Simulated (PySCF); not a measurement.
**Simulated absorption spectrum**

Propane, C₃H₈.
SMILES with atom numbers: `[CH3:1][CH2:2][CH3:3]` (hydrogens: H4, H5, H6 on C1; H7, H8 on C2; H9, H10, H11 on C3)

Method: PySCF 2.14.0, density-fitted response routines, TDDFT PBE0/def2-SVPD, vertical, gas phase, core orbitals frozen in the response. Isolated species at its PBE0-D3(BJ)/def2-SVP geometry, gas phase.

Computed states:

| state | E (eV) | f |
| --- | --- | --- |
| S1 | 8.65 | 0.0028 |
| S2 | 9.09 | 0.0071 |
| S3 | 9.14 | 0.050 |
| S4 | 9.53 | 0.0000 |
| S5 | 9.69 | 0.123 |
| S6 | 9.88 | 0.017 |
| S7 | 10.02 | 0.052 |
| S8 | 10.05 | 0.050 |
| S9 | 10.20 | 0.014 |
| S10 | 10.20 | 0.0000 |

Each state is given a Gaussian of 0.4 eV full width at half maximum, with ε(max) = 2.175×10⁸ f / Δν̃ (Δν̃ the width in cm⁻¹). The width is an assumption, not a result. The curve ends short of the highest state used, and states not computed would add to its high-energy end.

Q: Give the broadened spectrum and its maxima.

A: 
```json
{"E (eV)": "8.05", "ε (L mol⁻¹ cm⁻¹)": "0"}
{"E (eV)": "8.09", "ε (L mol⁻¹ cm⁻¹)": "1"}
{"E (eV)": "8.14", "ε (L mol⁻¹ cm⁻¹)": "2"}
{"E (eV)": "8.18", "ε (L mol⁻¹ cm⁻¹)": "4"}
{"E (eV)": "8.22", "ε (L mol⁻¹ cm⁻¹)": "8"}
{"E (eV)": "8.27", "ε (L mol⁻¹ cm⁻¹)": "16"}
{"E (eV)": "8.31", "ε (L mol⁻¹ cm⁻¹)": "26"}
{"E (eV)": "8.36", "ε (L mol⁻¹ cm⁻¹)": "45"}
{"E (eV)": "8.40", "ε (L mol⁻¹ cm⁻¹)": "66"}
{"E (eV)": "8.45", "ε (L mol⁻¹ cm⁻¹)": "97"}
{"E (eV)": "8.49", "ε (L mol⁻¹ cm⁻¹)": "126"}
{"E (eV)": "8.54", "ε (L mol⁻¹ cm⁻¹)": "164"}
{"E (eV)": "8.58", "ε (L mol⁻¹ cm⁻¹)": "194"}
{"E (eV)": "8.63", "ε (L mol⁻¹ cm⁻¹)": "237"}
{"E (eV)": "8.67", "ε (L mol⁻¹ cm⁻¹)": "283"}
{"E (eV)": "8.71", "ε (L mol⁻¹ cm⁻¹)": "352"}
{"E (eV)": "8.76", "ε (L mol⁻¹ cm⁻¹)": "501"}
{"E (eV)": "8.80", "ε (L mol⁻¹ cm⁻¹)": "693"}
{"E (eV)": "8.85", "ε (L mol⁻¹ cm⁻¹)": "1056"}
{"E (eV)": "8.89", "ε (L mol⁻¹ cm⁻¹)": "1450"}
{"E (eV)": "8.94", "ε (L mol⁻¹ cm⁻¹)": "2054"}
{"E (eV)": "8.98", "ε (L mol⁻¹ cm⁻¹)": "2581"}
{"E (eV)": "9.03", "ε (L mol⁻¹ cm⁻¹)": "3202"}
{"E (eV)": "9.07", "ε (L mol⁻¹ cm⁻¹)": "3589"}
{"E (eV)": "9.11", "ε (L mol⁻¹ cm⁻¹)": "3820"}
{"E (eV)": "9.16", "ε (L mol⁻¹ cm⁻¹)": "3849"}
{"E (eV)": "9.20", "ε (L mol⁻¹ cm⁻¹)": "3681"}
{"E (eV)": "9.25", "ε (L mol⁻¹ cm⁻¹)": "3328"}
{"E (eV)": "9.29", "ε (L mol⁻¹ cm⁻¹)": "3042"}
{"E (eV)": "9.34", "ε (L mol⁻¹ cm⁻¹)": "2852"}
{"E (eV)": "9.38", "ε (L mol⁻¹ cm⁻¹)": "2948"}
{"E (eV)": "9.43", "ε (L mol⁻¹ cm⁻¹)": "3477"}
{"E (eV)": "9.47", "ε (L mol⁻¹ cm⁻¹)": "4238"}
{"E (eV)": "9.51", "ε (L mol⁻¹ cm⁻¹)": "5247"}
{"E (eV)": "9.56", "ε (L mol⁻¹ cm⁻¹)": "6704"}
{"E (eV)": "9.60", "ε (L mol⁻¹ cm⁻¹)": "7865"}
```

Maxima: 136 nm (9.14 eV), ε about 3900, made up of S2 (12%) and S3 (87%) (ε in L mol⁻¹ cm⁻¹; maxima over ε = 5, shares over 10%). At its high-energy end, 9.60 eV, the curve is still rising (ε about 7900, from S5).

Q: What would ε be at 9.14 eV, the highest of these maxima, with half the width (0.2 eV)?

A: About 7530 L mol⁻¹ cm⁻¹ against 3870, a factor of about 1.9; a lone state at its own centre would give exactly 2.

Q: Coming from long wavelengths, where does ε first pass 100 L mol⁻¹ cm⁻¹?

A: At about 147 nm (8.45 eV), 0.19 eV below S1.

The vertical ionisation energy (ΔSCF) is 11.44 eV, 1.23 eV above S10.

Time: 26 s wall; peak memory 0.52 GiB. Hardware: one thread, Arm Neoverse V2 (aarch64), shared host with 32 logical CPUs at a one-minute load of 15.
